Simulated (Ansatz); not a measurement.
C4H6O can be A, `C=C/C=C\O`, or B, `CC1=COC1`.

Program: Ansatz. Geometries: PBE0-D4/def2-TZVP. ΔE: electronic, gas phase. CBS: MP2 limit from def2 TZ/QZ plus the TZ coupled-cluster correction, frozen cores. This one scheme is used for every species. DFT in def2-TZVPP. B3LYP here is the variant with VWN-RPA as its local correlation; programs differ in this. One conformer a species, not always the lowest.

(1) Which isomer does CCSD(T)/CBS put lower? Give the gap. (Estimate.)

(2) Give E(B) − E(A) in kcal/mol with r2SCAN-D4, PBE0-D4, CCSD(T)/def2-TZVPP, CCSD/def2-TZVPP, B3LYP, PBE-D4, ωB97M-V. (Estimate.)

Largest T1 diagnostic: 0.013.

Answers

(1) The calculation gave: A, by 19.0 kcal/mol.

(2) Computed: r2SCAN-D4 19.5, PBE0-D4 16.5, CCSD(T)/def2-TZVPP 18.4, CCSD/def2-TZVPP 18.3, B3LYP 21.7, PBE-D4 17.7, ωB97M-V 17.2. None reverses the order clearly.

In def2-TZVPP, CCSD(T) changes the Hartree–Fock value by −3.8 kcal/mol (the triples alone add +0.1 kcal/mol) and MP2 by −5.1 kcal/mol. From PBE to PBE0 (25 % exact exchange), in def2-TZVPP and without D4, E(B) − E(A) moves by −1.2 kcal/mol.
